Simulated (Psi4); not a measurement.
# C2H2FO+ (SMILES [O+]#CCF): M06-L/cc-pVQZ-DK (sfX2C, density fitting, sweep point 3)

What is the vertical ionisation energy of C2H2FO+ at M06-L/cc-pVQZ-DK (sfX2C, density fitting, sweep point 3)? 

Program for the calculation: Psi4 1.11.

### Step 1. The system as given

The species is C2H2FO+ (6 atoms), meant as a singlet with charge +1. As SMILES, `[O+]#CCF`. The coordinates come from a GFN2-xTB relaxation.

Bond lengths: O1–C2 1.108 Å, C2–C3 1.418 Å, C3–F4 1.351 Å, C3–H5 1.115 Å, C3–H6 1.114 Å. Angles: O1–C2–C3 178.4°, C2–C3–F4 110.5°, C2–C3–H5 110.4°, C2–C3–H6 110.6°, F4–C3–H5 108.6°, F4–C3–H6 108.6°, H5–C3–H6 108.1°.

### Step 2. A single-point energy at M06-L/cc-pVQZ-DK (sfX2C, density fitting, sweep point 3)

Input file calc.dat:

```
memory 1600 mb

molecule mol {
  1 1
  O     -1.265800    -1.593990     0.417170
  C     -0.611290    -0.722430     0.216160
  C      0.249990     0.369390    -0.063400
  F      1.209080     0.002270    -0.941840
  H      0.742170     0.725860     0.870880
  H     -0.324150     1.218910    -0.498970
  symmetry c1
}

set {
  basis                cc-pVQZ-DK
  puream               true
  scf_type             df
  dft_radial_points    99
  dft_spherical_points 590
  relativistic         x2c
}

e_tot, wfn = energy('m06-l', return_wfn=True)
```

On the command line:

```bash
$ psi4 calc.dat calc.out -n 1
```

calc.out (excerpt; [...] marks lines left out):

```text
[...]
  Running in c1 symmetry.
[...]
  Nuclear repulsion =  108.357207028323501
[...]
  Multiplicity = 1
[...]
  Nalpha       = 15
  Nbeta        = 15
[...]
    Number of basis functions: 280
[...]
    WARNING: The X2C and Dirac Hamiltonians have substatially different eigenvalues!
             This is probably caused by the recontraction of the basis set.
[...]
   @DF-RKS iter   1:  -252.28026415874788   -2.33487e-02   1.80143e-03 DIIS/ADIIS
[...]
   @DF-RKS iter   9:  -252.36904163315768   -2.66124e-07   4.93853e-07 DIIS
[...]
    Orbital Energies [Eh]
    ---------------------
    Doubly Occupied:
       1A    -24.775198     2A    -19.394678     3A    -10.513598
       4A    -10.447193     5A     -1.456068     6A     -1.444526
       7A     -1.046017     8A     -0.826842     9A     -0.778910
      10A     -0.773360    11A     -0.768841    12A     -0.718214
      13A     -0.710340    14A     -0.601471    15A     -0.576461
[...]
  @DF-RKS Final Energy:  -252.36904163315768
   => Energetics <=
    Nuclear Repulsion Energy =            108.3572070283235007
    One-Electron Energy =                -552.1046597878746525
    Two-Electron Energy =                 221.7149756101213711
    DFT Exchange-Correlation Energy =     -30.3365644837279049
    Empirical Dispersion Energy =           0.0000000000000000
    VV10 Nonlocal Energy =                  0.0000000000000000
    Total Energy =                       -252.3690416331576785
[...]
 Multipole Moments:
 ------------------------------------------------------------------------------------
     Multipole            Electronic (a.u.)      Nuclear  (a.u.)        Total (a.u.)
 ------------------------------------------------------------------------------------
 L = 1.  Multiply by 2.5417464519 to convert [e a0] to [Debye]
 Dipole X            :          0.0433012           -0.7365261           -0.6932248
 Dipole Y            :         -1.5856934            2.2389591            0.6532658
 Dipole Z            :         -0.6044085            1.3774814            0.7730729
 Magnitude           :                                                    1.2267675
[...]
```

Run time: 2 min. Hardware: 1 thread of AMD EPYC 7R43 (Zen 3), shared host; peak memory 1.3 GiB.

### Step 3. Doublet [C2H2FO]2+ at the same level

Input file calc.dat:

```
memory 1600 MB

molecule geom {
  2 2
  O     -1.265800    -1.593990     0.417170
  C     -0.611290    -0.722430     0.216160
  C      0.249990     0.369390    -0.063400
  F      1.209080     0.002270    -0.941840
  H      0.742170     0.725860     0.870880
  H     -0.324150     1.218910    -0.498970
  symmetry c1
}

set {
  basis cc-pVQZ-DK
  reference uks
  puream true
  scf_type df
  dft_radial_points 99
  dft_spherical_points 590
  maxiter 150
  relativistic x2c
}

E, wfn = energy('m06-l', return_wfn=True)
print_variables()
```

On the command line:

```bash
$ psi4 -i calc.dat -o calc.out -n 1
```

calc.out (excerpt; [...] marks lines left out):

```text
[...]
  Running in c1 symmetry.
[...]
  Nuclear repulsion =  108.357207028323501
[...]
  Multiplicity = 2
[...]
  Nalpha       = 15
  Nbeta        = 14
[...]
    Number of basis functions: 280
[...]
   @DF-UKS iter   1:  -251.50260800316187    7.54307e-01   2.12119e-03 ADIIS/DIIS
[...]
   @DF-UKS iter  10:  -251.63500078576863   -9.72280e-08   4.61417e-07 DIIS
[...]
   @S^2 Observed:                7.541105100E-01
[...]
    Orbital Energies [Eh]
    ---------------------
    Alpha Occupied:
       1A    -25.226286     2A    -19.663644     3A    -10.785857
       4A    -10.775970     5A     -1.869256     6A     -1.698854
       7A     -1.365759     8A     -1.156052     9A     -1.119963
      10A     -1.107003    11A     -1.038248    12A     -1.013323
      13A     -0.991150    14A     -0.976388    15A     -0.955166
    Alpha Virtual:
      16A     -0.653201    17A     -0.618114    18A     -0.449111
      19A     -0.431750    20A     -0.401322    21A     -0.383495
      22A     -0.291585    23A     -0.238868    24A     -0.231889
      25A     -0.207350    26A     -0.177239    27A     -0.164378
[...]
  @DF-UKS Final Energy:  -251.63500078576863
   => Energetics <=
    Nuclear Repulsion Energy =            108.3572070283235007
    One-Electron Energy =                -542.2859497718152397
    Two-Electron Energy =                 212.1917972699890242
    DFT Exchange-Correlation Energy =     -29.8980553122659103
    Empirical Dispersion Energy =           0.0000000000000000
    VV10 Nonlocal Energy =                  0.0000000000000000
    Total Energy =                       -251.6350007857686251
[...]
 Multipole Moments:
 ------------------------------------------------------------------------------------
     Multipole            Electronic (a.u.)      Nuclear  (a.u.)        Total (a.u.)
 ------------------------------------------------------------------------------------
 L = 1.  Multiply by 2.5417464519 to convert [e a0] to [Debye]
 Dipole X            :          0.6699502           -0.7365261           -0.0665759
 Dipole Y            :         -0.7079385            2.2389591            1.5310207
 Dipole Z            :         -0.7779679            1.3774814            0.5995134
 Magnitude           :                                                    1.6455616
[...]
```

Wall time 4.4 min (1 thread of AMD EPYC 7R43 (Zen 3), shared host); peak memory 1.3 GiB.

### Step 4. Summary of results

At M06-L/cc-pVQZ-DK (sfX2C, density fitting, sweep point 3):

```
                                              quantity          value
                         singlet C2H2FO+: total energy  -252.36904 Eh
                          singlet C2H2FO+: HOMO energy      -15.69 eV
                          singlet C2H2FO+: LUMO energy      -10.32 eV
                        singlet C2H2FO+: HOMO–LUMO gap        5.37 eV
                      doublet [C2H2FO]2+: total energy  -251.63500 Eh
doublet [C2H2FO]2+: HOMO energy (highest over α and β)      -25.94 eV
 doublet [C2H2FO]2+: LUMO energy (lowest over α and β)      -24.15 eV
                              doublet [C2H2FO]2+: ⟨S²⟩          0.754
  vertical ionisation energy (to the doublet dication)      19.974 eV
```

**Reading.** Removing an electron at fixed nuclei costs 19.97 eV (1927 kJ/mol). −ε(HOMO) before ionisation, 15.69 eV, is 4.29 eV below this ionisation energy.
